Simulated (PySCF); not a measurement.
# UB2PLYP/aug-cc-pVTZ run of Si2 (disilicon)

Aim: the vertical electron affinity of Si2 (disilicon) at UB2PLYP/aug-cc-pVTZ, from 2 runs. Input form: a Python script.

Program for the calculation: PySCF 2.14.0.

4 further runs of the same task are left out: 4 set aside as unsound or not needed.

**1. The structure to begin with**

The species is Si2 (2 atoms), meant as a triplet with charge 0. SMILES: `[Si]=[Si]`. Geometry: relaxed at GFN2-xTB.

Bond lengths: Si1–Si2 2.174 Å.

**2. The energy at UB2PLYP/aug-cc-pVTZ**

geometry.xyz

```xyz
2

Si     0.000000     0.000000     0.000000
Si     0.000000     0.000000     2.174210
```

job.py

```python
# disilicon
from pyscf import gto, dft, mp

mol = gto.M(
    atom='geometry.xyz',
    spin=2,
    max_memory=1860,
    verbose=3,
    basis='aug-cc-pvtz',
    charge=0,
)

mf = dft.UKS(mol)
mf.xc = '0.53*HF + 0.47*B88, 0.73*LYP'
mf.grids.level = 5
mf.conv_tol = 1e-10
mf.kernel()
if not mf.converged:
    mf = mf.newton().run(mf.mo_coeff, mf.mo_occ)

pt = mp.MP2(mf, frozen=10).run()
e_final = mf.e_tot + 0.27 * pt.e_corr
print('PT2 part  %.8f' % (0.27 * pt.e_corr))
print(f'total energy: {e_final:.8f} hartree')
```

Command:

```console
$ OMP_NUM_THREADS=1 python job.py
```

What it wrote:

```text
WARN: HOMO -0.166682639505433 >= LUMO -0.17476142313429

converged SCF energy = -578.566357509561  <S^2> = 2.0121425  2S+1 = 3.0080841
E(UMP2) = -578.806605302454  E_corr = -0.240247792893474
E(SCS-UMP2) = -578.805679856794  E_corr = -0.239322347233208
PT2 part  -0.06486690
total energy: -578.63122441 hartree
```

Run time: 12 s. Hardware: 1 thread of Arm Neoverse V2, shared host; peak memory 0.48 GiB.

**3. The doublet anion, same level**

job.py

```python
from pyscf import gto, dft, mp

molecule = gto.Mole()
molecule.atom = [
    ('Si', (0.000000, 0.000000, 0.000000)),
    ('Si', (0.000000, 0.000000, 2.174210)),
]
molecule.charge = -1
molecule.verbose = 4
molecule.max_memory = 1860
molecule.spin = 1
molecule.basis = 'aug-cc-pvtz'
molecule.build()

myscf = dft.UKS(molecule, xc='0.53*HF + 0.47*B88, 0.73*LYP')
myscf.grids.level = 5
myscf.conv_tol = 1e-10
myscf.kernel()
if not myscf.converged:
    myscf = myscf.newton().run(myscf.mo_coeff, myscf.mo_occ)

pt = mp.MP2(myscf, frozen=10).run()
e_tot = myscf.e_tot + 0.27 * pt.e_corr
print('PT2 part  %.8f' % (0.27 * pt.e_corr))
print('E(%s) = %.9f' % ('B2PLYP', e_tot))
```

Command:

```console
$ OMP_NUM_THREADS=1 python job.py
```

What it wrote:

```text
PySCF version 2.14.0

[INPUT] num. atoms = 2
[INPUT] num. electrons = 29
[INPUT] charge = -1
[INPUT] spin (= nelec alpha-beta = 2S) = 1
[INPUT] symmetry False subgroup None
[INPUT] Mole.unit = angstrom
[INPUT] Symbol           X                Y                Z      unit          X                Y                Z       unit  Magmom
[INPUT]  1 Si     0.000000000000   0.000000000000   0.000000000000 AA    0.000000000000   0.000000000000   0.000000000000 Bohr   0.0
[INPUT]  2 Si     0.000000000000   0.000000000000   2.174210000000 AA    0.000000000000   0.000000000000   4.108661437291 Bohr   0.0

nuclear repulsion = 47.7041009563566
number of shells = 26
number of NR pGTOs = 150
number of NR cGTOs = 100
basis = aug-cc-pvtz
ecp = {}

[... 36 lines left out ...]
WARN: HOMO -0.166682639505433 >= LUMO -0.166682639505435
[... 42 lines left out ...]
converged SCF energy = -578.626907573704  <S^2> = 0.76713167  2S+1 = 2.0170589
[... 1 line left out ...]
******** <class 'pyscf.mp.ump2.UMP2'> ********
nocc = (np.int64(5), np.int64(4)), nmo = (90, 90)
frozen orbitals 10
E(UMP2) = -578.931250262112  E_corr = -0.304342688407919
E(SCS-UMP2) = -578.926677153029  E_corr = -0.299769579325222
E_corr(same-spin) = -0.0755095924203238
E_corr(oppo-spin) = -0.228833095987595
PT2 part  -0.08217253
E(B2PLYP) = -578.709080100
```

It took 12 s on 1 thread of Arm Neoverse V2, shared host; peak memory 0.48 GiB.

**4. What came out**

Level: UB2PLYP/aug-cc-pVTZ, 10 core orbitals frozen.

```
                                                               quantity          value
                                              triplet Si2: total energy  -578.63122 Eh
                                  triplet Si2: dipole moment (SCF part)         0.00 D
  triplet Si2: HOMO energy (SCF part's orbitals) (highest over α and β)       -6.30 eV
   triplet Si2: LUMO energy (SCF part's orbitals) (lowest over α and β)       -2.71 eV
                                                      triplet Si2: ⟨S²⟩          2.012
                                            doublet anion: total energy  -578.70908 Eh
doublet anion: HOMO energy (SCF part's orbitals) (highest over α and β)       -0.90 eV
 doublet anion: LUMO energy (SCF part's orbitals) (lowest over α and β)        2.33 eV
                                                    doublet anion: ⟨S²⟩          0.767
                      vertical electron affinity (to the doublet anion)       2.119 eV
```

**Reading.** At fixed nuclei the extra electron is bound by 2.12 eV (204 kJ/mol).
